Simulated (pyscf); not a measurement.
Thermochemistry of product channels of `[F][C]([F])([F])[F]` + `[H]` [doublet] on the doublet surface, in eV, from CCSD(T)/def2-TZVPP + ΔMP2(QZVPP) energies (ideal gas, 1 atm, RRHO with modes under 100 cm⁻¹ raised to 100, one conformer, R ln 2 for rigid chiral ones). Optimised with ωB97X-D3(BJ)/def2-SVP in PySCF. Correlated levels are frozen-core, on RHF or UHF. ΔMP2 is the change of the MP2 total energy from the triple- to the quadruple-zeta basis.

| products | ΔE | ΔH(298 K) | ΔG(600 K) | ΔG(900 K) |
|---|---|---|---|---|
| `[F][F]` + `[F][CH][F]` [doublet] | +4.81 | +4.94 | +4.44 | +4.22 |
| `[FH]` + `[F][C][F]` [singlet] + `[F]` [doublet] | +3.31 | +3.35 | +2.17 | +1.59 |
| `[FH]` + `[F][C]([F])[F]` [doublet] | -0.39 | -0.26 | -0.64 | -0.81 |

These are energies of the channels, which say nothing of barriers. The CCSD(T) − MP2 part came from Ansatz, without density fitting, on the same reference. Left out: orbital degeneracy and the spin-orbit lowering of F.
